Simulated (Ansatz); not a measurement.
One change: `FC[SiH3]` becomes `CF`.

Ansatz, PBE0-D4/def2-TZVP geometries, multiplicity 1. 

```json
{"property": "HOMO–LUMO gap (PBE0/def2-TZVPP) / eV", "`FC[SiH3]`": "9.24"}
{"property": "HOMO–LUMO gap (PBE/def2-TZVPP) / eV", "`FC[SiH3]`": "6.90"}
{"property": "size of the dipole moment (B3LYP/def2-TZVPP) / D", "`FC[SiH3]`": "1.58"}
{"property": "HOMO energy (PBE0/def2-TZVPP) / eV", "`FC[SiH3]`": "-8.73"}
{"property": "LUMO energy (PBE0/def2-TZVPP) / eV", "`FC[SiH3]`": "0.50"}
{"property": "LUMO energy (B3LYP/def2-TZVPP) / eV", "`FC[SiH3]`": "0.25"}
```

**Question.** Give the same properties after the change, and the shifts. (An estimate is asked.)

**Answer.** The calculation gave: 
```json
{"property": "HOMO–LUMO gap (PBE0/def2-TZVPP) / eV", "`CF`": "11.49", "shift": "2.25"}
{"property": "HOMO–LUMO gap (PBE/def2-TZVPP) / eV", "`CF`": "8.77", "shift": "1.87"}
{"property": "size of the dipole moment (B3LYP/def2-TZVPP) / D", "`CF`": "1.80", "shift": "0.22"}
{"property": "HOMO energy (PBE0/def2-TZVPP) / eV", "`CF`": "-9.81", "shift": "-1.08"}
{"property": "LUMO energy (PBE0/def2-TZVPP) / eV", "`CF`": "1.68", "shift": "1.18"}
{"property": "LUMO energy (B3LYP/def2-TZVPP) / eV", "`CF`": "1.29", "shift": "1.04"}
```

With PBE0 the HOMO falls by 1.08 eV and the LUMO rises by 1.18 eV, so the gap widens by about 2.26 eV. PBE moves the HOMO by -0.73 eV and ωB97M-V by -1.22 eV. The zero-point energy changes by -39.0 kJ/mol with -9 modes. Dipoles are sizes alone; their direction can turn.

B3LYP here is the variant with VWN-RPA as its local correlation; programs differ in this.
